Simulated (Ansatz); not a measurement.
For diamond, PBE-D3(BJ) (PAW; Ansatz, an electronic-structure program) gives:

```
Item                         Result
-------------------------  --------
lattice parameter a         3.557 Å
elastic constant C11       1068 GPa
elastic constant C44        574 GPa
polycrystal shear modulus   530 GPa
```

**Question.** What does HSE06 (plane waves, PAW; Ansatz) give for the same quantities?

**Answer.** 
- lattice constant a: 3.546 Å (falls by 0.3 %)
- elastic constant C11: 1137 GPa (goes up by 6.5 %)
- elastic constant C44: 608 GPa (grows by 5.9 %)
- Voigt–Reuss–Hill shear modulus: 562 GPa (goes up by 6.0 %)

For comparison: lattice constant a 3.553 Å (measured, static lattice: zero-point anharmonic expansion removed, our sources range from 3.543 to 3.555; as tabulated in Mejia-Rodriguez and Trickey (2018), arXiv:1807.09216); elastic constant C11 1081 GPa (measured, low temperature, zero-point motion not removed; as tabulated in Tanner et al. (2021), arXiv:2110.11888); elastic constant C44 579 GPa (measured, low temperature, zero-point motion not removed; as tabulated in Tanner et al. (2021), arXiv:2110.11888).

Changes are worked out from the printed values.

Unless a cell is named, each level is at its own relaxed cell (PBE-D3(BJ) 5.63, HSE06 5.57 Å³/atom).

Caveats: the dispersion coefficients are held fixed in the derivatives (PBE-D3(BJ)). Ansatz's density-functional and Hartree–Fock values are scalar-relativistic unless marked +SOC, with PAW data made under PBE.
